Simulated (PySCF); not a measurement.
# BHF2 (SMILES FBF): levels of theory compared

Wanted: a comparison of 4 runs (MP2/STO-3G, QCISD(T)/STO-3G, CISD/STO-3G, FCI/STO-3G) of BHF2. The job is set up through a Python script.

The calculation is run with PySCF 2.14.0.

7 further runs of the same task are left out: 4 that didn't finish, 3 set aside as unsound or not needed.

## Step 1: Starting point

BHF2 has 4 atoms, charge 0, and is taken as a singlet. As SMILES, `FBF`. The B2–F3 distance was set to 3.677 Å, away from the relaxed value. At this shape a bond of the SMILES string is far longer than usual.

Bond lengths: F1–B2 1.313 Å, B2–H4 1.191 Å. Angles: F1–B2–H4 121.0°.

## Step 2: The energy at MP2/STO-3G (run 1)

Input file input.py:

```python
from pyscf import gto, mp

mol = gto.Mole()
mol.atom = '''
F      3.122638    -0.550579     0.473496
B      1.966438    -1.038479     0.860596
F     -1.095400     0.528700    -0.438900
H      1.911338    -1.962079     1.610996
'''
mol.basis = 'sto-3g'
mol.max_memory = 1860
mol.verbose = 3
mol.charge = 0
mol.build()

mf = mol.RHF()
mf.conv_tol = 1e-10
mf.kernel()
if not mf.converged:
    mf = mf.newton().run(mf.mo_coeff, mf.mo_occ)

pt = mp.MP2(mf, frozen=3).run()
etot = pt.e_tot
print(f'total energy: {etot:.8f} hartree')
```

Launch:

```sh
$ OMP_NUM_THREADS=1 python input.py
```

What it wrote:

```text
converged SCF energy = -220.642108320353
E(RMP2) = -220.971362970204  E_corr = -0.329254649850872
E(SCS-RMP2) = -221.024068820741  E_corr = -0.381960500387265
total energy: -220.97136297 hartree
```

Wall time 0.72 s (1 thread of Intel Xeon Platinum 8375C at 2.90GHz (Ice Lake), shared host); peak memory 0.12 GiB.

## Step 3: The energy at QCISD(T)/STO-3G (run 2)

Input file input.xyz:

```xyz
4

F      3.122638    -0.550579     0.473496
B      1.966438    -1.038479     0.860596
F     -1.095400     0.528700    -0.438900
H      1.911338    -1.962079     1.610996
```

Input file calc.py:

```python
from pyscf import gto, scf, cc

mol = gto.M(
    atom='input.xyz',
    spin=0,
    basis='sto-3g',
    verbose=4,
    max_memory=1860,
)

hf = scf.RHF(mol)
hf.conv_tol = 1e-10
hf.kernel()
if not hf.converged:
    hf = hf.newton().run(hf.mo_coeff, hf.mo_occ)

mycc = cc.QCISD(hf, frozen=3)
mycc.kernel()
e_t = mycc.qcisd_t()
etot = mycc.e_tot + e_t
print('E = %.10f Eh' % etot)
```

Launch:

```sh
$ OMP_NUM_THREADS=1 python calc.py
```

What it wrote:

```text
PySCF version 2.14.0

[... 118 lines left out ...]
converged SCF energy = -220.642108320353
[... 11 lines left out ...]
Init t2, MP2 energy = -220.971369308339  E_corr(MP2) -0.329260987985803
[... 36 lines left out ...]
QCISD converged
[... 2 lines left out ...]
E = -221.0094203136 Eh
```

Wall time 1 s (1 thread of Intel Xeon Platinum 8375C at 2.90GHz (Ice Lake), shared host); peak memory 0.1 GiB.

## Step 4: The energy at CISD/STO-3G (run 3)

Input file job.py:

```python
from pyscf import gto, scf, ci

mol = gto.M(
    atom='''
F      5.900931    -1.040444     0.894778
B      3.716029    -1.962441     1.626291
F     -2.070006     0.999098    -0.829401
H      3.611905    -3.707792     3.044341
''',
    spin=0,
    unit='bohr',
    verbose=4,
    basis='sto-3g',
    max_memory=1860,
)

hf = scf.RHF(mol)
hf.conv_tol = 1e-10
hf.kernel()
if not hf.converged:
    hf = hf.newton().run(hf.mo_coeff, hf.mo_occ)

cisd = ci.CISD(hf, frozen=3)
cisd.kernel()
etot = cisd.e_tot
print('E(%s) = %.9f' % ('CISD', etot))
```

Launch:

```sh
$ OMP_NUM_THREADS=1 python job.py
```

What it wrote:

```text
PySCF version 2.14.0

[... 118 lines left out ...]
converged SCF energy = -220.642108301109
[... 1 line left out ...]
******** <class 'pyscf.ci.cisd.RCISD'> ********
CISD nocc = 9, nmo = 13
frozen orbitals 3
max_cycle = 50
direct = 0
conv_tol = 1e-09
max_cycle = 50
max_space = 12
lindep = 0
nroots = 1
Init t2, MP2 energy = -0.329261040121803
RCISD converged
E(RCISD) = -220.9611443544498  E_corr = -0.3190360533404015
E(CISD) = -220.961144354
```

Wall time 0.66 s (1 thread of Intel Xeon Platinum 8375C at 2.90GHz (Ice Lake), shared host); peak memory 0.1 GiB.

## Step 5: A single-point energy at FCI/STO-3G (run 4)

Input file calc.py:

```python
from pyscf import gto, mcscf
from pyscf import fci

mol = gto.M(
    atom=[
    ('F', (3.122638, -0.550579, 0.473496)),
    ('B', (1.966438, -1.038479, 0.860596)),
    ('F', (-1.095400, 0.528700, -0.438900)),
    ('H', (1.911338, -1.962079, 1.610996)),
],
    basis='sto-3g',
    verbose=4,
    max_memory=1860,
)

hf = mol.RHF()
hf.conv_tol = 1e-10
hf.kernel()
if not hf.converged:
    hf = hf.newton().run(hf.mo_coeff, hf.mo_occ)

cas = mcscf.CASCI(hf, hf.mo_coeff.shape[-1] - 3, (mol.nelec[0] - 3, mol.nelec[1] - 3))  # full CI above the frozen core
cas.fcisolver = fci.direct_spin0.FCI(mol)  # even spin states alone
cas.kernel()
print('<S^2> = %.4f' % cas.fcisolver.spin_square(cas.ci, cas.ncas, cas.nelecas)[0])
e_tot = cas.e_tot
print('E(%s) = %.9f' % ('FCI', e_tot))
```

Launch:

```sh
$ OMP_NUM_THREADS=1 python calc.py
```

What it wrote:

```text
PySCF version 2.14.0

[... 118 lines left out ...]
converged SCF energy = -220.642108320353
[... 1 line left out ...]
******** <class 'pyscf.mcscf.casci.CASCI'> ********
CAS (9e+9e, 13o), ncore = 3, nvir = 0
natorb = False
canonicalization = True
sorting_mo_energy = False
******** <class 'pyscf.fci.direct_spin0.FCISolver'> ********
max. cycles = 100
conv_tol = 1e-10
davidson only = False
linear dependence = 1e-14
level shift = 0.001
max iter space = 12
nroots = 1
pspace_size = 400
spin = None
Density matrix diagonal elements [1.99610772 1.99994267 1.98068862 1.98496775 1.96046166 1.9739879
 1.99999497 1.97158517 1.0540767  0.98378146 0.04758945 0.02619625
 0.02061966]
CASCI converged
CASCI E = -221.003506447307  E(CI) = -71.1615584742043  S^2 = 0.0000000
<S^2> = 0.0000
E(FCI) = -221.003506447
```

It took 9.3 s on 1 thread of Intel Xeon Platinum 8375C at 2.90GHz (Ice Lake), shared host; peak memory 0.23 GiB.

## Step 6: The series

| run | level | energy (Eh) | dipole moment (D) of the reference | HOMO energy (eV) | LUMO energy (eV) | wall time |
| --- | --- | --- | --- | --- | --- | --- |
| 1 | MP2/STO-3G | -220.971363 | 3.72 | -3.12 | 1.49 | 0.72 s |
| 2 | QCISD(T)/STO-3G | -221.009420 | 3.72 | -3.12 | 1.49 | 1 s |
| 3 | CISD/STO-3G | -220.961144 | 3.72 | -3.12 | 1.49 | 0.66 s |
| 4 | FCI/STO-3G | -221.003506 | 3.72 | -3.12 | 1.49 | 9.3 s |

## Step 7: Outcome

| quantity | value |
| --- | --- |
| run 4: total energy | -221.00351 Eh |
| run 4: dipole moment (Hartree–Fock density) | 3.72 D |
| run 4: HOMO energy (Hartree–Fock orbitals) | -3.12 eV |
| run 4: LUMO energy (Hartree–Fock orbitals) | 1.49 eV |
| run 4: HOMO–LUMO gap (Hartree–Fock orbitals) | 4.61 eV |
| run 4: correlation energy (3 core orbitals frozen) | -361.4 mEh |

What this shows: Against full CI in this basis: MP2 +32.1 mEh; QCISD(T) -5.9 mEh; CISD +42.4 mEh. In run 2 the T1 diagnostic is large, so a single reference may not serve. In runs 1, 2, 3, 4 the basis is minimal, so the values are rough. All runs together took 12 s, the longest 9.3 s.
